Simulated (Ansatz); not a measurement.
**Heat of formation of C2H8N2 (1,2-dimethylhydrazine) from total energies**

C2H8N2 has 12 atoms, charge 0, and is taken as a singlet. SMILES: `CNNC`. The coordinates come from a PBE0-D4/def2-TZVP relaxation. This is one conformer, not always the lowest.

Total energies at B2PLYP/cc-pVDZ, 4 core orbitals frozen (Ansatz 0.2.0); the atoms run unrestricted:

```tsv
species	state	energy (Eh)
C2H8N2	singlet	-190.269167
C	triplet	-37.815961
N	quartet	-54.548732
H	doublet	-0.497925
```

Harmonic wavenumbers at PBE0-D4/def2-TZVP, in cm⁻¹: 182, 217, 302, 342, 514, 734, 742, 944, 1040, 1134, 1140, 1166, 1180, 1271, 1428, 1440, 1460, 1474, 1481, 1510, 1515, 1550, 2984, 2998, 3073, 3074, 3120, 3121, 3544, 3562.

Measured heats of formation of the gaseous atoms at 298.15 K, in kJ/mol: C 716.9, N 472.4, H 218.0. Take 1 Eh = 2625.50 kJ/mol, 1 cm⁻¹ = 0.0119627 kJ/mol, RT = 2.479 kJ/mol.

Q: Work out the heat of formation of the gas at 298 K.

A: 
1. Electronic atomisation energy: 2 × (-37.815961) + 2 × (-54.548732) + 8 × (-0.497925) − (-190.269167) = 1.556381 Eh = 4086.3 kJ/mol.
2. Zero-point energy: half the sum of the wavenumbers, 24121 cm⁻¹ = 288.6 kJ/mol.
3. Thermal vibrational enthalpy, Σ hcν̃/(exp(hcν̃/kT) − 1): 6.7 kJ/mol. Translation, rotation and pV of a non-linear molecule: 4 RT = 9.9 kJ/mol.
4. The 12 free atoms carry 5/2 RT each: 74.4 kJ/mol.
5. Atomisation enthalpy at 298 K: 4086.3 − 288.6 − 6.7 − 9.9 + 74.4 = 3855.5 kJ/mol.
6. Sum of the atoms' heats of formation: 4122.6 kJ/mol. Heat of formation: 4122.6 − 3855.5 = +267.1 kJ/mol.

The tabulated value is +92.2 kJ/mol (CRC Handbook of Chemistry and Physics), so this level is off by +174.9 kJ/mol, or 4.3 % of the atomisation enthalpy that the table implies (4030.4 kJ/mol). A double-zeta basis underbinds. Anharmonicity and any spin-orbit splitting of the molecule are left out, and cores are frozen in the wave-function part.
